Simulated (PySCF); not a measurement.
Molecule: `CC1=NCCO1`, C₄H₇NO.

Molfile (atoms numbered from 1):
```
C4H7NO
     RDKit          3D

 13 13  0  0  0  0  0  0  0  0999 V2000
    2.1445    0.0241   -0.0749 C   0  0  0  0  0  0  0  0  0  0  0  0
    0.6669   -0.0954   -0.0259 C   0  0  0  0  0  0  0  0  0  0  0  0
   -0.0066   -1.1708   -0.0013 N   0  0  0  0  0  0  0  0  0  0  0  0
   -1.4079   -0.7863    0.0280 C   0  0  0  0  0  0  0  0  0  0  0  0
   -1.3926    0.7573    0.0711 C   0  0  0  0  0  0  0  0  0  0  0  0
   -0.0049    1.0822   -0.0093 O   0  0  0  0  0  0  0  0  0  0  0  0
    2.5937   -0.9745   -0.1002 H   0  0  0  0  0  0  0  0  0  0  0  0
    2.4469    0.5941   -0.9661 H   0  0  0  0  0  0  0  0  0  0  0  0
    2.5084    0.5762    0.8047 H   0  0  0  0  0  0  0  0  0  0  0  0
   -1.9242   -1.1800   -0.8638 H   0  0  0  0  0  0  0  0  0  0  0  0
   -1.9096   -1.2299    0.9034 H   0  0  0  0  0  0  0  0  0  0  0  0
   -1.9167    1.2305   -0.7732 H   0  0  0  0  0  0  0  0  0  0  0  0
   -1.7978    1.1727    1.0075 H   0  0  0  0  0  0  0  0  0  0  0  0
  1  2  1  0
  2  3  2  0
  3  4  1  0
  4  5  1  0
  5  6  1  0
  6  2  1  0
  1  7  1  0
  1  8  1  0
  1  9  1  0
  4 10  1  0
  4 11  1  0
  5 12  1  0
  5 13  1  0
M  END
```

Geometry PBE0-D3(BJ)/def2-SVP throughout; GIAO in PySCF 2.14, gas phase, one conformer, non-relativistic; equivalent atoms averaged; functional PBE0.

(1) How do the shifts δ (against TMS, NH3, H2O at the same level) depend on the basis set? (ppm; last column core-seconds on shared hosts with different chips, so compare them loosely)

(2) Which nucleus moves most, in ppm?

(3) Taking the largest basis, pcSseg-2 (314 functions), as the yardstick, rank the others by their worst heavy-atom deviation.

## Answers

(1) 
```
    basis set  functions     C2    C5    C4    C1     N3     O6  H10/H11  H12/H13  H7/H8/H9  core-s
       STO-3G         37  124.1  61.1  54.3  18.4  194.4  110.2     3.05     2.86      1.78       3
        6-31G         68  157.7  64.0  54.4  15.9  226.3  156.9     4.00     4.14      1.99     5.7
     pcSseg-0         68  178.6  69.0  59.1  19.3  256.6  181.3     4.00     4.03      2.18     4.1
       6-31G*         98  155.1  64.7  54.3  14.4  214.7  152.7     3.71     3.92      1.69     8.2
     def2-SVP        119  159.9  64.2  53.9  13.6  231.3  168.7     3.55     3.74      1.67      10
      cc-pVDZ        119  160.9  65.8  55.9  14.4  233.9  173.4     3.66     3.87      1.62     8.3
     pcSseg-1        137  169.6  68.2  57.5  15.4  251.2  182.2     3.78     3.98      1.85      11
  aug-cc-pVDZ        201  164.4  65.1  55.1  13.7  229.2  166.6     3.95     4.22      1.85      17
6-311+G(2d,p)        204  168.9  67.6  57.1  14.2  240.6  174.0     3.86     4.11      1.79      22
    def2-TZVP        228  171.0  68.8  57.9  14.8  246.3  179.9     3.82     4.06      1.75      27
      cc-pVTZ        278  169.2  68.2  57.6  14.5  246.8  180.2     3.80     4.04      1.77      27
     IGLO-III        280  174.1  70.0  59.2  15.0  247.6  178.4     3.88     4.13      1.81      26
     pcSseg-2        314  175.5  70.7  59.7  15.4  250.4  179.3     3.87     4.10      1.81      37
```

(2) O6 (ether oxygen): from 110.2 ppm with STO-3G to 182.2 ppm with pcSseg-1. The smallest spread is 0.56 ppm, at H7/H8/H9. Proton shifts span only some 12 ppm, so a few tenths of a ppm matter as much there as several ppm in carbon.

(3) IGLO-III 2.8 ppm (280 functions), def2-TZVP 4.6 ppm (228 functions), pcSseg-1 5.9 ppm (137 functions), pcSseg-0 6.2 ppm (68 functions), cc-pVTZ 6.3 ppm (278 functions), 6-311+G(2d,p) 9.9 ppm (204 functions), cc-pVDZ 16.5 ppm (119 functions), def2-SVP 19.2 ppm (119 functions), aug-cc-pVDZ 21.2 ppm (201 functions), 6-31G 24.1 ppm (68 functions), 6-31G* 35.7 ppm (98 functions), STO-3G 69.1 ppm (37 functions).

A small basis that lands close on one nucleus may do so by chance; judge by the trend and by all nuclei.
